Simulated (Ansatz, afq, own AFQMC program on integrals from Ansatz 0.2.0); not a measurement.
## BHO, singlet in cc-pVDZ, levels against CCSDT(Q)

```xyz
3

B     0.0000    0.0000   -0.0656
O     0.0000    0.0000   -1.0416
H     0.0000    0.0000    1.1071
```

Connectivity, by distances: BH–O.

Basis cc-pVDZ. Only valence electrons are correlated. Ansatz 0.2.0 and our own AFQMC program on the same integrals; the CISD trial comes from CCSD amplitudes, and released means the phaseless constraint is let go. Uncertainties: one standard error, sampling alone.

Determinant: RHF, the one that the program's search chose, which needn't be the lowest solution. The geometry is a point of a scan.

No full CI on the walks' own integrals is used here; CCSDT(Q) serves as the reference and is uncertain by about the last step of the cluster series.

The T1 diagnostic is 0.0130 and the weight of the determinant in the CISD state is 0.922. The size of the correlated space is 10 electrons in 31 orbitals.

Reference: CCSDT(Q), correlation energy -7.129 eV. The released energy is read at 2.40 1/Eh (meV from the phaseless value at times in 1/Eh: 1 ± 9 at 0.24, -1 ± 9 at 0.51, 4 ± 11 at 0.99, 2 ± 12 at 1.62, -3 ± 12 at 2.40).

```json
{"level": "HF", "E − E(reference) (kJ/mol)": "687.8", "share of correlation (%)": "0.00"}
{"level": "MP2", "E − E(reference) (kJ/mol)": "50.6", "share of correlation (%)": "92.64"}
{"level": "CCSD", "E − E(reference) (kJ/mol)": "17.6", "share of correlation (%)": "97.44"}
{"level": "CCSD(T)", "E − E(reference) (kJ/mol)": "2.5", "share of correlation (%)": "99.64"}
{"level": "CCSDT", "E − E(reference) (kJ/mol)": "1.6", "share of correlation (%)": "99.77"}
{"level": "ph-AFQMC/CISD", "E − E(reference) (kJ/mol)": "0.7 ± 0.8", "share of correlation (%)": "99.90"}
{"level": "released AFQMC", "E − E(reference) (kJ/mol)": "0.4 ± 1.2", "share of correlation (%)": "99.94"}
```

A walk keeps the symmetry of its determinant, which the program's search chose and which needn't be the lowest solution, so a lower state of the same spin and another symmetry isn't excluded. Released energies are given only where the last usable release times agree within the noise; a slower fall can still hide under it.
